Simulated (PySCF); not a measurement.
Nitrogen: a sound run and one with changed settings

Sound run: N [He] 2s2 2p3, N⁺ [He] 2s2 2p2. Computed with PySCF 2.14 in cc-pVTZ-DK, with the spin-free X2C one-electron Hamiltonian (Gaussian nucleus). In the sound run the correlated levels freeze 1s2. The sound run starts from symmetry-adapted Hartree-Fock orbitals and uses a fine grid where one is needed.

Changed run: initial guess minao, at most 50 SCF cycles.

```csv
species,method,sound run (hartree),changed run (hartree),converged
N,UHF,-54.42989,-54.42989,yes
N,r2SCAN,-54.60869,-54.60869,yes
N,CCSD(T),-54.54395,-54.54395,yes
N⁺,MN15,-54.04691,-54.04691,yes
N⁺,MP2,-53.99117,-53.99117,yes
```

Here the plain start reaches the same solutions.
